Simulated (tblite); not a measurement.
Species: B2H5N.
Bonds: B1–N2, N2–B3. Hydrogens: H4, H5 on B1; H6 on N2; H7, H8 on B3.

Computed with GFN2-xTB (tblite), gas phase: Langevin dynamics at 300 K from the optimised GFN2-xTB geometry, time step 0.5 fs, friction 0.01 fs⁻¹, 2000 steps.

Start geometry:
```
atom  x, y, z in Å
B1      1.088    0.155    0.671
N2      0.119   -0.385   -0.198
B3     -1.167    0.112   -0.493
H4      2.114   -0.398    0.800
H5      0.850    1.144    1.246
H6      0.379   -1.242   -0.669
H7     -1.847   -0.473   -1.248
H8     -1.527    1.097    0.021
```

The statistics below take the 31 frames saved every 25 fs from 250 to 1000 fs; their kinetic temperature (all 3N coordinates) averages 300 K.

Question: How do the bond lengths spread?

Answer: 
```csv
bond,start (Å),mean (Å),standard deviation (Å),shortest (Å),longest (Å)
B1–N2,1.409,1.411,0.040,1.344,1.495
N2–B3,1.409,1.417,0.044,1.358,1.525
B1–H4,1.173,1.193,0.031,1.138,1.256
B1–H5,1.168,1.161,0.034,1.109,1.217
N2–H6,1.012,1.015,0.020,0.979,1.060
B3–H7,1.172,1.174,0.030,1.114,1.239
B3–H8,1.168,1.177,0.020,1.141,1.210
```

Question: Give the same statistics for bond angles, one of each kind.

Answer: 
```json
{"angle": "N2–B1–H4", "start (°)": "119.3", "mean (°)": "119.4", "standard deviation (°)": "4.9", "smallest (°)": "111.1", "largest (°)": "129.3"}
{"angle": "H4–B1–H5", "start (°)": "121.6", "mean (°)": "119.8", "standard deviation (°)": "5.4", "smallest (°)": "107.9", "largest (°)": "130.3"}
{"angle": "B1–N2–B3", "start (°)": "128.5", "mean (°)": "128.2", "standard deviation (°)": "4.8", "smallest (°)": "115.3", "largest (°)": "140.4"}
{"angle": "B1–N2–H6", "start (°)": "115.7", "mean (°)": "114.8", "standard deviation (°)": "6.3", "smallest (°)": "102.1", "largest (°)": "129.2"}
```

Question: How far does each atom move about its mean position (frames aligned on the start, all atoms weighted alike), and what rms force does it feel?

Answer: 
```json
{"atom": "B1", "rms displacement (Å)": "0.08", "rms force (eV/Å)": "1.96"}
{"atom": "N2", "rms displacement (Å)": "0.10", "rms force (eV/Å)": "2.41"}
{"atom": "B3", "rms displacement (Å)": "0.06", "rms force (eV/Å)": "1.85"}
{"atom": "H4", "rms displacement (Å)": "0.15", "rms force (eV/Å)": "0.84"}
{"atom": "H5", "rms displacement (Å)": "0.16", "rms force (eV/Å)": "0.97"}
{"atom": "H6", "rms displacement (Å)": "0.14", "rms force (eV/Å)": "1.05"}
{"atom": "H7", "rms displacement (Å)": "0.14", "rms force (eV/Å)": "0.77"}
{"atom": "H8", "rms displacement (Å)": "0.18", "rms force (eV/Å)": "0.61"}
```

The displacements run from 0.06 to 0.18 Å, the largest at H8.

Question: How widely does the potential energy scatter, against a harmonic estimate?

Answer: Mean 0.28 eV above the start, standard deviation 0.073 eV, range 0.15 to 0.49 eV. For 18 classical harmonic modes at 300 K the canonical values are 18kT/2 = 0.23 eV and kT·√(18/2) = 0.078 eV.

The run is classical and short, so these are rough statistics of one trajectory.

The cost below is that of the whole dynamics run. Hardware: one thread, Arm Neoverse V1 (aarch64), shared host with 32 logical CPUs at a one-minute load of 11. Cost: 4.0 s wall, 0.18 GiB resident at most.
